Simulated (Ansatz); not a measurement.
Ideal-gas functions of C2H5NS, SMILES `C=C(N)S` at 500 K and 1 bar, from an Ansatz frequency run at PBE0-D4/def2-TZVP.

Molar mass 75.14 g/mol, point group C1 (symmetry number 1), electronic degeneracy 1, moments of inertia 51.17, 100.179, 149.941 u Å². Harmonic wavenumbers (cm⁻¹, unscaled): 225, 348, 362, 418, 519, 597, 671, 727, 785, 928, 990, 1125, 1313, 1433, 1633, 1699, 2733, 3172, 3273, 3570, 3677.

Use S(trans) = R[1.5 ln M + 2.5 ln T − 1.1517]; rotational temperatures θ = 24.2544 K / I; S(rot) = R[ln(√π/σ · √(T³/θAθBθC)) + 1.5]; for each mode x = 1.438777 ν̃/T, S = R[x/(eˣ − 1) − ln(1 − e⁻ˣ)] and H = RT x/(eˣ − 1); 1 cm⁻¹ = 0.0119627 kJ/mol; R = 8.31446 J/(mol·K).

Question: By hand: the entropy, in J/(mol·K).

Answer: Translation 173.5. Rotation: θ = 0.474, 0.2421, 0.1618 K, giving 111.3. Vibration, mode by mode: 12.07, 8.64, 8.34, 7.26, 5.71, 4.77, 4.03, 3.54, 3.11, 2.25, 1.95, 1.43, 0.93, 0.70, 0.44, 0.37, 0.03, 0.01, 0.01, 0.00, 0.00, in all 65.6. Electronic 0.0. Sum 350.4 J/(mol·K).

Question: By hand: H − E and G − E in kJ/mol, counted from the electronic energy.

Answer: Zero-point energy ½ × 30198 × 0.0119627 = 180.6; thermal vibration 20.0; translation, rotation and pV give 4 RT = 16.6. H − E = 217.2 kJ/mol, and G − E = 217.2 − 500 × 350.4/1000 = 42.0 kJ/mol.

Vibration gives 19 % of the entropy. The sum counts one conformer and one mirror image; others add a mixing term.
